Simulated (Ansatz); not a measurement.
We consider tetragonal perovskite BaTiO3, described by PBEsol (plane waves, PAW; Ansatz, a quantum-chemistry and plane-wave program).

Run with plane-wave cutoff 520 eV, 8×8×8 k mesh, Fermi–Dirac smearing 0.01 eV, no spin polarisation, scalar-relativistic PAW data made under PBE.

Shape and atoms are relaxed at each volume.

Pressure at four volumes; x = ln(V/12.654 Å³). One pressure is withheld.

```tsv
V (Å³/atom)	x	P (GPa)
12.148	-0.0408	6.18
12.654	0.0000	0.01
12.907	0.0198	-2.26
13.161	0.0393	?
```

### Question
Pass a parabola P(x) through the three rows shown, estimate the bulk modulus and its pressure derivative near zero pressure, and predict the withheld pressure.

### Answer
Slopes between the rows: (0.01 − (6.18))/(0.0000 − (-0.0408)) = -151.23 and (-2.26 − (0.01))/(0.0198 − (0.0000)) = -114.65 GPa. Their difference over the span 0.0606 is c = 36.58/0.0606 = 603.6 GPa, so P(x) = 6.18 + (-151.23)(x − (-0.0408)) + 603.6 (x − (-0.0408))(x − (0.0000)). At the middle row B = −dP/dx = −[-151.23 + 603.6 × 0.0408] = 126.6 GPa, and B′ = dB/dP = 2c/B = 9.5. At x = 0.0393 the parabola gives -4.03 GPa; the run gives -4.02 GPa. The Birch–Murnaghan fit to the energies at all volumes has B0 = 125 GPa and B′ = 9.5.

Spin–orbit coupling is not included.
